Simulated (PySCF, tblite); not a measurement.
**C2H6B radical: geometry, infrared bands and EPR parameters**

Wanted: the infrared bands and EPR parameters of C2H6B radical (`B[CH]C`), by calculation.

Computed with tblite 0.8.0 and PySCF 2.14.0, with density-fitted response routines of our own, on a single molecule in the gas phase. Atoms are numbered from 0 throughout.

## (1) The molecule as given

9 atoms, charge 0, multiplicity 2; geometry from: force field or distance geometry start.

Bonds of the start (Å): B0–C1 1.60, C1–C2 1.51, B0–H3 1.19, B0–H4 1.18, C1–H5 1.12, C2–H6 1.11, C2–H7 1.11, C2–H8 1.11.

## (2) Geometry optimisation with GFN2-xTB

Job settings and geometry (Å):

```
{"job": {"kind": "relax", "xc": "GFN2-xTB", "basis": "xTB"}, "charge": 0, "multiplicity": 2}
B      1.400700     0.031800    -0.334400
C      0.106400    -0.733100     0.202700
C     -1.133300     0.115900     0.106800
H      1.427100     0.410700    -1.464000
H      2.313400     0.229600     0.385400
H      0.272200    -1.030600     1.268300
H     -1.036400     1.048500     0.705500
H     -1.329800     0.393100    -0.952700
H     -2.006800    -0.459800     0.484400
```

Started as:

```bash
> OMP_NUM_THREADS=1 python probes_run.py task.json out
```

One launch serves the whole session: the jobs run in the order shown.

**Question.** This job is followed by: GFN2-xTB harmonic vibrations, gas phase; UKS B3LYP, pcH-1 on B C H, non-relativistic, mean-field spin-orbit, GIAO. Predict these results of the whole session: strongest single infrared mode (GFN2-xTB); zero-point energy (GFN2-xTB); g(iso) (B3LYP); ⟨S²⟩; largest a(iso) (averaged by class); potential on the surface of density 0.002 e/bohr³, 1st and 99th percentile.

As calculated:

| quantity | value |
| --- | --- |
| strongest single infrared mode (GFN2-xTB) | 2633 cm⁻¹, 172 km/mol |
| zero-point energy (GFN2-xTB) | 44.4 kcal/mol |
| g(iso) (B3LYP) | 2.00256 |
| ⟨S²⟩ | 0.752 (exact 0.75) |
| largest a(iso) (averaged by class) | 1H on H6, H7, H8, 71.9 MHz |
| potential on the surface of density 0.002 e/bohr³, 1st and 99th percentile | -0.60 V and 0.88 V |

In words: The optimisation took 67 steps and gained 0.735 eV; among the close pairs (by a distance rule), B0–C1 changed most, from 1.596 to 1.508 Å. All 21 modes are real, so the xTB geometry is a minimum. The strongest single mode, at 2633 cm⁻¹, moves mainly H4. Unscaled tight-binding wavenumbers are off by several per cent, some by more. Its intensities can rank the bands wrongly. The largest share of the spin, 0.80 e, sits on C1. The isotropic g lies 0.2 ppt above the free-electron value. The conformer search found further structures of the same energy, which may be mirror or relabelled copies of this one.
